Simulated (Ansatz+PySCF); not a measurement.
**singlet C₄H₆: levels of theory in one basis**

```
atom   x (Å)    y (Å)    z (Å)
   C  0.0000   0.0037  -0.7274
   C  0.0000  -0.0037   0.7274
   C  0.0000   1.1141  -1.4779
   C  0.0000  -1.1141   1.4779
   H  0.0000  -0.9768  -1.2194
   H  0.0000   0.9768   1.2194
   H  0.0000   1.0675  -2.5695
   H  0.0000   2.1089  -1.0210
   H  0.0000  -1.0675   2.5695
   H  0.0000  -2.1089   1.0210
```

Basis set: def2-SVP (spherical functions). Left uncorrelated: 4 orbitals. Charge 0, multiplicity 1.

Computed with Ansatz (development build ahead of 0.2.0); each method stands on the lowest determinant of its kind that the runs found. NEVPT2 correlates all electrons. Active spaces start from the frontier orbitals, and the lowest solution found is given.

```
        method  E − E(RHF) (eV)  <S²> of the determinant
           RHF             0.00                     0.00
           UHF            -0.11                     0.43
       UHF-MP2           -13.94                     0.43
      RHF-CCSD           -15.80                        –
   RHF-CCSD(T)           -16.40                        –
   CASSCF(4,4)            -1.51                        –
   CASSCF(2,2)            -0.73                        –
SC-NEVPT2(4,4)           -15.07                        –
SC-NEVPT2(2,2)           -14.90                        –
```

Problem. What does RHF-MP2 give on the same scale?

Solution. -14.54 eV.

Problem. Is a single determinant a sound starting point here?

Solution. Only with care. Unrestricted orbitals gain 0.11 eV and <S²> is 0.43 against 0.00 for a pure state, so spin symmetry breaks but gains little energy; restricted orbitals can still serve. The CASSCF(4,4) natural occupations are 1.93, 1.88, 0.12, 0.06. The CASSCF(2,2) natural occupations are 1.91, 0.09.

Caution for UHF, UHF-MP2: the unrestricted determinant is spin contaminated; the determinant breaks the point group. Caution for UHF-MP2: another reference gives a lower total. Caution for CASSCF(2,2): other starts end on other solutions of this active space.
